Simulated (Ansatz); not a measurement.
# CH4N2S: up Jacob's ladder to CCSD(T)

How much do the methods differ for CH4N2S? The plan is to run it at one geometry with functionals of several rungs and with coupled cluster, and see how far each lands from CCSD(T) at the basis-set limit for the atomisation energy.

Program: Ansatz 0.2.0, Gaussian basis. Level of theory: functionals in def2-TZVPP, the program's frozen cores in correlated methods. These are calculated values, not measurements.

Levels to be run: LDA (SPW92), PBE-D4, revPBE-D4, BLYP-D4, r2SCAN-D4, B97M-V, PBE0-D4, B3LYP-D4, r2SCANh-D4, r2SCAN0-D4, HSE06-D4, BHLYP-D4, CAM-B3LYP-D4, LC-ωPBE, ωB97X-V, ωB97M-V, B2PLYP, PBE-QIDH; CCSD(T)/def2-SVP; CCSD(T)/def2-TZVPP; MP2/def2-QZVPP; extrapolation to the limit; RPA on PBE.

## 1. The relaxed structure

An earlier PBE0-D4 in a triple-zeta def2 set relaxation fixed the geometry.

SMILES `N=C(N)S`, 8 atoms, charge 0, spin multiplicity 1.

Atoms are counted from 1 here; the program's logs count them from 0.

Bond lengths: N1–C2 1.265 Å, N1–H5 1.014 Å, C2–N3 1.371 Å, C2–S4 1.787 Å, N3–H6 1.010 Å, N3–H7 1.006 Å, S4–H8 1.343 Å. Angles: C2–N1–H5 112.3°, N1–C2–N3 121.8°, N1–C2–S4 123.5°, N3–C2–S4 114.7°, C2–N3–H6 112.9°, C2–N3–H7 116.8°, H6–N3–H7 114.8°, C2–S4–H8 96.8°.

As a file:

```xyz
8
charge 0, multiplicity 1
N    -0.85295    1.26436   -0.41579
C    -0.21836    0.20353   -0.14738
N     0.92823    0.21809    0.60366
S    -0.73050   -1.41682   -0.69866
H    -1.74156    1.07710   -0.86631
H     1.26500    1.15144    0.78970
H     1.64158   -0.44643    0.35579
H    -0.19933   -2.10837    0.32308
```

## 2. LDA

This LDA is Slater exchange with PW92 correlation.

Contents of in.yaml:

```yaml
crystal:
  periodic: [false, false, false]
  atoms:
    - {symbol: N, position_ang: [-0.852949, 1.264359, -0.415787]}
    - {symbol: C, position_ang: [-0.218361, 0.203526, -0.147375]}
    - {symbol: N, position_ang: [0.928228, 0.218091, 0.603662]}
    - {symbol: S, position_ang: [-0.730503, -1.416818, -0.698660]}
    - {symbol: H, position_ang: [-1.741563, 1.077099, -0.866312]}
    - {symbol: H, position_ang: [1.264996, 1.151439, 0.789698]}
    - {symbol: H, position_ang: [1.641580, -0.446426, 0.355791]}
    - {symbol: H, position_ang: [-0.199327, -2.108371, 0.323084]}
basis:
  gaussian: {orbitals: def2-TZVPP}
hamiltonian: {xc: lda}
output: {orbitals: {seedname: orbitals}}
```

Run with:

```bash
ansatz run in.yaml --threads 4 --pin off --events-out ev --progress --plain --max-ram 10444MiB
```

The runs that follow: PBE-D4 (GGA); revPBE-D4 (GGA); BLYP-D4 (GGA); r2SCAN-D4 (meta-GGA); B97M-V (meta-GGA); B3LYP-D4 (hybrid); r2SCANh-D4 (hybrid); r2SCAN0-D4 (hybrid); HSE06-D4 (hybrid); BHLYP-D4 (hybrid); CAM-B3LYP-D4 (range-separated); LC-ωPBE (range-separated); ωB97X-V (range-separated); ωB97M-V (range-separated); B2PLYP (double hybrid); PBE-QIDH (double hybrid); CCSD(T) in def2-SVP; CCSD(T) in def2-TZVPP; MP2 in def2-QZVPP; RPA on PBE orbitals.

Before running them: what should the planned runs give, taken together? Wanted: atomisation energy, CCSD(T)/CBS; farthest beyond LDA; mean size of error, GGA; mean size of error, meta-GGA; mean size of error, hybrid; mean size of error, range-separated; mean size of error, double hybrid; gap, smallest and largest; T1 diagnostic.

The runs gave:

| quantity | value |
| --- | --- |
| atomisation energy, CCSD(T)/CBS | 683.9 kcal/mol |
| functionals within 3.4 kcal/mol (0.5 %) | r2SCAN-D4, LC-ωPBE |
| farthest beyond LDA | PBE-D4 (+33.0 kcal/mol) |
| mean size of error, GGA | 19.9 kcal/mol |
| mean size of error, meta-GGA | 4.0 kcal/mol |
| mean size of error, hybrid | 12.1 kcal/mol |
| mean size of error, range-separated | 5.7 kcal/mol |
| mean size of error, double hybrid | 5.9 kcal/mol |
| gap, smallest and largest | 4.88 eV (BLYP-D4), 12.22 eV (LC-ωPBE) |
| T1 diagnostic | 0.0136 |
| triples share of the correlation energy | 4.5 % |

In words: The LDA atomisation energy is off by 130.5 kcal/mol (19 %): it overbinds. PBE-D4 is off by +33.0 kcal/mol. Double hybrids carry the basis error of their MP2 part in triple zeta, and no dispersion term here, so their miss is partly the set-up's. Taken by rung, meta-GGA functionals do best (4.0 kcal/mol on average) and GGA ones worst beyond LDA (19.9 kcal/mol). Misses under about 3.4 kcal/mol are within the doubt on the reference itself, which lacks core-valence correlation, relativity and higher excitations. Hartree-Fock recovers 64 % of the binding; the rest is correlation. CCSD(T) in def2-SVP is off by -52.8 kcal/mol, so the small basis spoils what the method gains. Orbital gaps span 4.9 to 12.2 eV; exact exchange widens them.
